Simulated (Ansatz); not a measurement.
A calculation on rock-salt MgS returned lattice constant a 5.239 Å, bulk modulus 74.1 GPa.

For reference: lattice constant a 5.188 Å (measured, corrected for zero-point motion; as tabulated in Goldzak et al. (2022), arXiv:2208.04865); bulk modulus 81 GPa (measured, corrected for zero-point motion; as tabulated in Goldzak et al. (2022), arXiv:2208.04865).

Problem. Which level of theory produced these numbers?
(A) rVV10 (Ansatz, a quantum-chemistry and plane-wave program)
(B) HSE06-D3(BJ) (Ansatz)
(C) r²SCANh (Ansatz)
(D) Hartree–Fock (Ansatz)

Solution. A, rVV10 (Ansatz)

The others give: r²SCANh 5.196 Å, 81.0 GPa; HSE06-D3(BJ) 5.113 Å, 87.9 GPa; Hartree–Fock 5.285 Å, 77.0 GPa.

Unless a cell is named, each level is at its own relaxed cell (Hartree–Fock 18.45, HSE06-D3(BJ) 16.71, r²SCANh 17.54, rVV10 17.98 Å³/atom).

Ansatz's density-functional and Hartree–Fock values are scalar-relativistic unless marked +SOC, with PAW data made under PBE.
